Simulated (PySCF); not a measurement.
Run record for `O=S(O)(=O)C=C`: PBE0/def2-SVPD, full TDDFT, 3 singlets.

Method: TDDFT PBE0/def2-SVPD, vertical, gas phase, core orbitals frozen in the response (PySCF 2.14.0, density-fitted response routines). Geometry: GFN2-xTB. The input is one job of a driver script: a line of settings, then coordinates in Å.

Command:
```bash
OMP_NUM_THREADS=1 python probes_run.py task.json out
```

Input:
```
{"job": {"kind": "uv", "xc": "PBE0", "basis": "def2-SVPD", "nstates": 3, "ntriplets": 0, "tda": false}, "charge": 0, "multiplicity": 1}
C      1.571722     0.395372    -0.337754
C      0.709668     0.024696     0.578449
S     -0.855542    -0.640685     0.054118
O     -0.887832    -0.793791    -1.369326
O     -1.219555    -1.735076     0.888508
O     -1.814720     0.615456     0.407817
H      1.317998     0.268158    -1.377608
H      2.536326     0.818385    -0.106664
H      0.826626     0.078440     1.643851
H     -2.175810     0.973700    -0.403918
```

Output:
```
coarse grid: 9536 points
cycle   1  E = -701.2572077443  dE =  1.648e+00  |g| = 1.136e+00  |ddm| = 4.799e+00
cycle   2  E = -700.7480028747  dE =  5.092e-01  |g| = 2.008e+00  |ddm| = 3.283e+00
cycle   3  E = -701.4892361595  dE = -7.412e-01  |g| = 2.345e-01  |ddm| = 2.214e+00
cycle   4  E = -701.4996705908  dE = -1.043e-02  |g| = 8.585e-02  |ddm| = 3.412e-01
cycle   5  E = -701.5009891606  dE = -1.319e-03  |g| = 2.400e-02  |ddm| = 1.024e-01
cycle   6  E = -701.5011310800  dE = -1.419e-04  |g| = 3.287e-03  |ddm| = 3.578e-02
cycle   7  E = -701.5011333002  dE = -2.220e-06  |g| = 1.234e-03  |ddm| = 6.346e-03
final grid: 89280 points
cycle   8  E = -701.5953170211  dE = -2.186e-05  |g| = 9.305e-03  |ddm| = 7.066e-02
cycle   9  E = -701.5952989343  dE =  1.809e-05  |g| = 1.313e-02  |ddm| = 2.712e-02
cycle  10  E = -701.5953356842  dE = -3.675e-05  |g| = 1.745e-03  |ddm| = 1.561e-02
cycle  11  E = -701.5953362971  dE = -6.128e-07  |g| = 3.269e-04  |ddm| = 2.419e-03
cycle  12  E = -701.5953363160  dE = -1.895e-08  |g| = 1.510e-04  |ddm| = 5.609e-04
cycle  13  E = -701.5953363206  dE = -4.597e-09  |g| = 2.443e-05  |ddm| = 1.904e-04
cycle  14  E = -701.5953363207  dE = -8.117e-11  |g| = 1.511e-05  |ddm| = 4.067e-05
converged SCF energy = -701.5953363207

Static polarisability (au): isotropic 54.376, principal 45.989 50.824 66.316

Singlet excitations
state   eV       nm        f      main configurations
  1   6.4848    191.2   0.00574   H-1->L 0.58, H->L 0.34
  2   6.8140    182.0   0.02670   H-2->L 0.69, H-1->L 0.21, H->L 0.08
  3   7.1065    174.5   0.08044   H-3->L 0.49, H-2->L 0.17, H->L 0.17
```

The SCF starts on a coarse grid where the log names one; the energy can jump when the final grid takes over, and dE then counts from the start density on the new grid. H and L stand for HOMO and LUMO; the number after each pair is its weight.

Task: Give the mean polarisability as a volume in Å³, and the ratio of the largest to the smallest principal value.

Result: 54.376 au × 0.148185 = 8.06 Å³; 66.316/45.989 = 1.44.

Task: Which computed singlet has the largest oscillator strength, and what do all of them sum to?

Result: State 3 at 7.11 eV (174 nm), f = 0.080; the 3 states sum to 0.113.

In short: SCF converged in 14 cycles with 168 basis and 619 fitting functions; HOMO -9.06 eV, LUMO -1.42 eV; lowest singlet 6.48 eV; mean polarisability 54.4 au.

Task: How long does this job take on one thread of an Arm Neoverse V1, no GPU (shared host)? And the peak memory of the process?

Result: About 16 s (density and orbital grids were written too), with 0.72 GiB resident at the peak, the Python interpreter and its libraries included.

The values belong to the conformer `[CH2:1]=[CH:2][S:3](=[O:4])(=[O:5])[OH:6]`: C1–C2–S3–O4 6°, H–O6–S3–C2 115°.
